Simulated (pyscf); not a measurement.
PySCF, gas phase, ωB97X-D3(BJ)/def2-SVP geometries.

Q: HO–AsH₂ + H• → •O–AsH₂ + H₂
Surface: doublet. Broken: H–O. Formed: H–H. Give ΔE‡ and ΔE from ωB97M-D3(BJ)/def2-TZVP, relative to the separated reactants.

A: ΔE‡ = 0.53 eV, ΔE = -0.04 eV. Zero-point energy shifts the barrier by -0.06 eV. It is a hydrogen abstraction, with an imaginary mode of 1622i cm⁻¹. •O–AsH₂ lies 1.45 eV over its isomer HO–AsH• (electronic energy, ωB97M-D3(BJ)/def2-TZVP). One saddle was located; it need not be the lowest between these sides. The angle at the transferred H is 169°. Elements up to Kr have no core potential and no relativistic terms here.
